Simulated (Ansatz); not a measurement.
C$_{2}$H$_{5}$F$_{2}$NO, SMILES `NCC(O)(F)F`. Charge 0, multiplicity 1.

Z-matrix (Å, degrees):
```
C
C 1 1.521
N 1 1.452 2 107.9
H 1 1.091 2 107.0 3 -117.3
H 1 1.095 2 108.7 3 125.8
F 2 1.373 1 108.7 3 -78.0
O 2 1.346 1 112.6 3 44.3
F 2 1.346 1 110.5 3 166.7
H 3 1.010 1 111.9 2 -157.0
H 3 1.012 1 111.4 2 81.7
H 7 0.975 2 104.6 1 -28.3
```

Question: What are the harmonic wavenumbers in cm⁻¹ at PBE0-D4/def2-TZVP (Ansatz, finite differences of forces, unscaled)? (An estimate is asked.)

Answer: Ansatz gave: 104, 251, 299, 374, 425, 537, 553, 633, 664, 822, 857, 960, 1056, 1102, 1142, 1229, 1286, 1349, 1390, 1469, 1487, 1658, 3056, 3131, 3552, 3627, 3640.

Question: Is this a minimum?

Answer: Yes, all 27 modes are real.

Question: Give the ideal-gas thermochemistry at 298.15 K and 1 bar (rigid rotor, harmonic oscillator; point group C1, symmetry number 1).

Answer: Zero-point energy 219.2 kJ/mol; H(298) − E = 237.6 kJ/mol; entropy 323.0 J/(mol·K), of which translation 165.9, rotation 110.6, vibration 46.5; G(298) − E = 141.3 kJ/mol.

Question: And at 400, 500, 600, 800 and 1000 K?

Answer: 
| T (K) | H − E (kJ/mol) | S (J/mol/K) | G − E (kJ/mol) |
| --- | --- | --- | --- |
| 400 | 248.9 | 355.5 | 106.7 |
| 500 | 262.3 | 385.1 | 69.7 |
| 600 | 277.3 | 412.6 | 29.8 |
| 800 | 311.4 | 461.4 | -57.7 |
| 1000 | 349.3 | 503.7 | -154.3 |
